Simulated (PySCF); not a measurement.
# H2O2 (hydrogen peroxide), step by step, part 2 of 2

PySCF 2.14.0. Earlier steps stand in the parts before.

**3. The harmonic vibrations at PBE0-D4/def2-TZVP (density fitting with def2-universal-jkfit) (run 2)**

Contents of geometry.xyz:

```xyz
4
H2O2
O     -0.283608    -0.651398    -0.065437
O      0.230625     0.668974     0.091221
H      0.379405    -1.165962     0.410567
H      0.461612     0.886980    -0.819854
```

Contents of input.py:

```python
from pyscf import gto, dft, symm
from pyscf.hessian import thermo

mol = gto.M(
    atom='geometry.xyz',
    basis='def2-tzvp',
    max_memory=1860,
    verbose=3,
    spin=0,
)

calc0 = dft.RKS(mol, xc='pbe0')
calc0 = calc0.density_fit(auxbasis='def2-universal-jkfit')
calc0.conv_tol = 1e-09
calc0.max_cycle = 100
calc0.grids.level = 4
calc0.disp = 'd4'
calc0.kernel()

etot = calc0.e_tot
print('E(%s) = %.9f' % ('PBE0', etot))
hess = calc0.Hessian().kernel()
modes = thermo.harmonic_analysis(mol, hess)
thermo.dump_normal_mode(mol, modes)
symm.geom.TOLERANCE = 1e-3  # for the symmetry number
th = thermo.thermo(calc0, modes['freq_au'], 298.15, 101325)
thermo.dump_thermo(mol, th)
```

Started as:

```console
$ OMP_NUM_THREADS=1 python input.py
```

Standard output:

```text
converged SCF energy = -151.455399802915
E(PBE0) = -151.455399803

WARN: DFTD4 does not support analytical Hessian, using finite difference.

WARN: Mole.unit (angstrom) is changed to Bohr

Mode                                 0                   1                   2
Irrep
Freq [cm^-1]                      394.5819           1007.5019           1346.4834
Reduced mass [au]                   1.0847             14.3591              1.1073
Force const [Dyne/A]                0.0995              8.5876              1.1828
Char temp [K]                     567.7155           1449.5709           1937.2898
Normal mode                   x     y     z       x     y     z       x     y     z
       0   O                -0.02  0.01  0.04    0.07  0.16  0.02   -0.05 -0.03  0.01
       1   O                -0.05  0.01 -0.01   -0.06 -0.16 -0.02    0.01 -0.05 -0.02
       2   H                 0.35 -0.09 -0.57   -0.06  0.00  0.02    0.32  0.57  0.13
       3   H                 0.63 -0.23  0.10   -0.04  0.03  0.03    0.22  0.61  0.18
Mode                                 3                   4                   5
Irrep
Freq [cm^-1]                     1464.4644           3806.3663           3806.6016
Reduced mass [au]                   1.0904              1.0677              1.0699
Force const [Dyne/A]                1.3779              9.1145              9.1342
Char temp [K]                    2107.0383           5476.5137           5476.8522
Normal mode                   x     y     z       x     y     z       x     y     z
       0   O                 0.02 -0.02  0.04   -0.03  0.03 -0.02    0.02 -0.02  0.02
       1   O                -0.01  0.02 -0.05    0.01  0.01 -0.03    0.01  0.01 -0.05
       2   H                -0.33 -0.59 -0.07    0.54 -0.41  0.39   -0.40  0.30 -0.29
       3   H                 0.18  0.64  0.14   -0.14 -0.13  0.54   -0.18 -0.17  0.74
temperature 298.1500 [K]
pressure 101325.00 [Pa]
Rotational constants [GHz] 305.79004 27.29344 26.39271
Symmetry number 2
Zero-point energy (ZPE) 0.02694 [Eh]   70735.186 [J/mol]
                           tot       elec      trans        rot        vib
Entropy [J/mol/K]       226.628      0.000    152.731     69.254      4.643
Cv [J/mol/K]             33.573      0.000     12.472     12.472      8.629
Cp [J/mol/K]             41.887      0.000     20.786     12.472      8.629
Internal energy [J/mol]                      3718.434   3718.434  71694.561
Internal energy [Eh]   -151.42526  -151.45540
Enthalpy [J/mol]                             6197.391   3718.434  71694.561
Enthalpy [Eh]          -151.42432
Gibbs free energy [J/mol]                  -39339.247 -16929.694  70310.256
Gibbs free energy [Eh] -151.45005
```

Wall time 41 s (1 thread of Arm Neoverse V2, shared host); peak memory 1 GiB.

Runs 3 to 17 aren't shown in full; the table further down has their settings and results.

**4. The doublet cation: the energy at UPBE0-D4/def2-TZVPP (run 18)**

Contents of input.py:

```python
from pyscf import gto, dft

mol = gto.M(
    atom='''
O   -0.484456  -0.580265   0.013810
O    0.029777   0.740107   0.170468
H    0.178557  -1.094829   0.489809
H    0.260760   0.958115  -0.740610
''',
    verbose=3,
    max_memory=1860,
    basis='def2-tzvpp',
    spin=1,
    charge=1,
)

mf = dft.UKS(mol)
mf.xc = 'pbe0'
mf.grids.level = 5
mf.conv_tol = 1e-10
mf.disp = 'd4'
mf.kernel()
if not mf.converged:
    mf = mf.newton().run(mf.mo_coeff, mf.mo_occ)

etot = mf.e_tot
print('E(%s) = %.9f' % ('PBE0', etot))
```

Started as:

```console
$ OMP_NUM_THREADS=1 python input.py
```

Standard output:

```text
WARN: HOMO -0.353049731536074 >= LUMO -0.353049731536071

converged SCF energy = -151.038440589358  <S^2> = 0.75449726  2S+1 = 2.0044922
E(PBE0) = -151.038440589
```

It took 14 s on 1 thread of Arm Neoverse V2, shared host; peak memory 0.44 GiB.

Run 19 isn't shown in full; the table further down has it.

**5. The doublet cation: a single-point energy at UB3LYP/6-31G(d) (spherical functions) (run 20)**

Contents of job.py:

```python
from pyscf import gto, dft

mol = gto.M(
    atom='O -0.484456 -0.580265 0.013810; O 0.029777 0.740107 0.170468; H 0.178557 -1.094829 0.489809; H 0.260760 0.958115 -0.740610',
    max_memory=1860,
    verbose=3,
    spin=1,
    basis='6-31g*',
    charge=1,
)

calc0 = dft.UKS(mol, xc='b3lyp')
calc0.grids.level = 5
calc0.conv_tol = 1e-10
calc0.kernel()
if not calc0.converged:
    calc0 = calc0.newton().run(calc0.mo_coeff, calc0.mo_occ)

energy = calc0.e_tot
print(f'total energy: {energy:.8f} hartree')
```

Started as:

```console
$ OMP_NUM_THREADS=1 python job.py
```

Standard output:

```text
converged SCF energy = -151.116764791701  <S^2> = 0.75290301  2S+1 = 2.0029009
total energy: -151.11676479 hartree
```

Wall time 4.2 s (1 thread of Arm Neoverse V2, shared host); peak memory 0.23 GiB.

**6. Overview of the runs**

```csv
run,level,task,optimizer,partner,energy (Eh),dipole moment (D) of the reference,HOMO energy (eV),LUMO energy (eV),wall time
1,PBE0-D4/def2-TZVP (density fitting with def2-universal-jkfit),optimise,geomeTRIC,base,-151.455400,1.86,-8.12,0.73,28 s
2,PBE0-D4/def2-TZVP (density fitting with def2-universal-jkfit),frequencies,–,base,-151.455400,1.86,-8.12,0.73,41 s
3,CCSD(T)/def2-TZVPP,energy,–,base,-151.364787,1.90,-13.10,3.62,19 s
4,RI-MP2/def2-QZVPP (density fitting with def2-universal-jkfit),energy,–,base,-151.386145,1.87,-13.13,3.02,1.4 s
5,PBE-D4/def2-TZVPP,energy,–,base,-151.467129,1.75,-6.20,-0.70,6.6 s
6,r2SCAN-D4/def2-TZVPP,energy,–,base,-151.543108,1.78,-6.61,-0.23,16 s
7,B3LYP-D4/def2-TZVPP,energy,–,base,-151.622029,1.80,-7.87,0.25,6.6 s
8,PBE0-D4/def2-TZVPP,energy,–,base,-151.458554,1.80,-8.13,0.72,6.6 s
9,wB97M-V/def2-TZVPP,energy,–,base,-151.571124,1.80,-10.68,2.41,29 s
10,B2PLYP/def2-TZVPP,energy,–,base,-151.520504,1.85,-10.04,1.82,7.2 s
11,SVWN5/def2-TZVPP,energy,–,base,-150.540382,1.81,-6.36,-0.97,4.8 s
12,M06-2X/def2-TZVPP,energy,–,base,-151.554032,1.82,-10.08,1.53,15 s
13,B3LYP/6-31G* (spherical functions),energy,–,base,-151.529159,1.90,-7.31,1.13,2.5 s
14,HF/STO-3G,energy,–,base,-148.760520,1.56,-9.91,13.16,0.67 s
15,UCCSD(T)/def2-TZVPP,energy,–,cation,-150.944608,–,-21.99,-9.50,83 s
16,UPBE-D4/def2-TZVPP,energy,–,cation,-151.057993,–,-17.37,-16.14,12 s
17,UB3LYP-D4/def2-TZVPP,energy,–,cation,-151.198964,–,-18.79,-15.19,13 s
18,UPBE0-D4/def2-TZVPP,energy,–,cation,-151.038441,–,-18.97,-14.77,14 s
19,U-wB97M-V/def2-TZVPP,energy,–,cation,-151.148043,–,-21.52,-12.39,50 s
20,UB3LYP/6-31G* (spherical functions),energy,–,cation,-151.116765,–,-18.73,-15.15,4.2 s
```

**7. What came out**

What follows sums up all 2 parts.

| quantity | value |
| --- | --- |
| doublet cation, run 20: total energy | -151.11676 Eh |
| doublet cation, run 20: HOMO energy (highest over α and β) | -18.73 eV |
| doublet cation, run 20: LUMO energy (lowest over α and β) | -15.15 eV |
| doublet cation, run 20: ⟨S²⟩ | 0.753 |
| vertical ionisation energy (to the doublet cation), CCSD(T)/def2-TZVPP | 11.434 eV |
| vertical ionisation energy (to the doublet cation), PBE-D4/def2-TZVPP | 11.133 eV |
| vertical ionisation energy (to the doublet cation), B3LYP-D4/def2-TZVPP | 11.512 eV |
| vertical ionisation energy (to the doublet cation), PBE0-D4/def2-TZVPP | 11.432 eV |
| vertical ionisation energy (to the doublet cation), wB97M-V/def2-TZVPP | 11.513 eV |
| vertical ionisation energy (to the doublet cation), B3LYP/6-31G* | 11.222 eV |

**Reading.** At CCSD(T)/def2-TZVPP: the vertical ionisation energy comes to 11.43 eV (264 kcal/mol). At PBE-D4/def2-TZVPP: removing an electron at fixed nuclei costs 11.13 eV (257 kcal/mol). The negative HOMO energy of the first species, 6.20 eV, lies 4.94 eV below that difference. At B3LYP-D4/def2-TZVPP: the vertical ionisation energy comes to 11.51 eV (265 kcal/mol). −ε(HOMO) before ionisation, 7.87 eV, is 3.64 eV below this ionisation energy. At PBE0-D4/def2-TZVPP: removing an electron at fixed nuclei costs 11.43 eV (264 kcal/mol). Totals of different functionals can't be ranked against each other. In run 14 the basis is minimal, so the values are rough. All runs together took 6 min, the longest 83 s.
